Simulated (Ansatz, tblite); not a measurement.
# The cluster Li₃N+: rung by rung

One table from this session's results is given with a row withheld; the runs are named, their logs left out.

The runs use Ansatz 0.2.0, Gaussian basis; as each input shows.

Levels to be run: GFN1-xTB, GFN2-xTB, PBE-D4/def2-TZVP, r2SCAN-D4/def2-TZVP, LC-ωPBE/def2-TZVP, B3LYP-D4/def2-TZVP, BLYP-D4/def2-TZVP, ωB97X-V/def2-TZVP, PBE-QIDH/def2-TZVP, PBE-D4/def2-SVP, PBE0-D4/def2-SVP, CCSD(T)/def2-TZVPP, MP2/def2-TZVP, RPA/def2-TZVP.

## The geometry

The doublet was relaxed beforehand with PBE0-D4/def2-TZVP. At that level it is the lowest of the isomers that a small search found.

4 atoms, charge 1, spin multiplicity 2.

Bond lengths: Li1–N4 1.821 Å, Li2–N4 1.821 Å, Li3–N4 1.821 Å. Angles: Li1–N4–Li2 120.0°, Li1–N4–Li3 120.0°, Li2–N4–Li3 120.0°.

The ion is computed in the gas phase, without counter-ions or solvent.

PBE0-D4/def2-TZVP was run before; its log isn't repeated, and its numbers join the tables.

The first run:

Tight binding, by tblite at 300 K electronic temperature and without a spin-polarisation term:

```python
tblite.interface.Calculator('GFN1-xTB', numbers, positions, charge=1, uhf=1).singlepoint()
```

Tight binding, by tblite at 300 K electronic temperature and without a spin-polarisation term:

```python
tblite.interface.Calculator('GFN2-xTB', numbers, positions, charge=1, uhf=1).singlepoint()
```

start.molden holds the orbitals of an earlier run on this state, given as this run's starting guess.

File in.yaml:

```yaml
crystal:
  periodic: [false, false, false]
  atoms:
    - {symbol: Li, position_ang: [0.819181, 0.516640, 1.541870]}
    - {symbol: Li, position_ang: [-1.423366, 0.941685, -0.634389]}
    - {symbol: Li, position_ang: [0.604287, -1.458280, -0.907572]}
    - {symbol: N, position_ang: [-0.000102, -0.000055, 0.000091]}
basis:
  gaussian: {orbitals: def2-TZVP, initial_orbitals: start.molden}
total_charge: 1
magnetization: {spin_polarized: true, initial_magnetization: 1}
hamiltonian: {xc: pbe, dispersion: d4}
scf: {omitted_lower_state_checks: [starts]}
output: {forces: true, orbitals: {seedname: orbitals}}
```

The run is started by

```bash
ansatz run in.yaml --threads 4 --pin off --events-out ev --progress --plain --max-ram 3916MiB
```

Steps of the session up to this table: PBE-D4/def2-TZVP; r2SCAN-D4/def2-TZVP; LC-ωPBE/def2-TZVP; B3LYP-D4/def2-TZVP; BLYP-D4/def2-TZVP; ωB97X-V/def2-TZVP; PBE-QIDH/def2-TZVP; PBE-D4/def2-SVP; PBE0-D4/def2-SVP; CCSD(T)/def2-TZVPP; MP2/def2-TZVP; RPA/def2-TZVP.

One of the session's tables, all rows but one given; the rest of the session is left out.

It belongs to the step «Levels side by side». 

| level | HOMO (eV) | LUMO (eV) | gap (eV) |
| --- | --- | --- | --- |
| PBE-D4/def2-SVP | -8.32 | -7.05 | 1.27 |
| PBE-D4/def2-TZVP | -8.39 | -7.11 | 1.28 |
| BLYP-D4/def2-TZVP | ? | ? | ? |
| r2SCAN-D4/def2-TZVP | -8.42 | -6.28 | 2.14 |
| B3LYP-D4/def2-TZVP | -9.38 | -6.11 | 3.28 |
| PBE0-D4/def2-SVP | -9.45 | -5.50 | 3.95 |
| PBE0-D4/def2-TZVP | -9.53 | -5.58 | 3.96 |
| LC-ωPBE/def2-TZVP | -12.31 | -3.25 | 9.06 |
| ωB97X-V/def2-TZVP | -11.92 | -3.54 | 8.39 |

Q: Estimate the row for BLYP-D4/def2-TZVP from the others.

**Answer.** HOMO (eV): -8.33; LUMO (eV): -7.16; gap (eV): 1.17. In the column «HOMO (eV)» it lies between PBE-D4/def2-TZVP (-8.39) and PBE-D4/def2-SVP (-8.32).
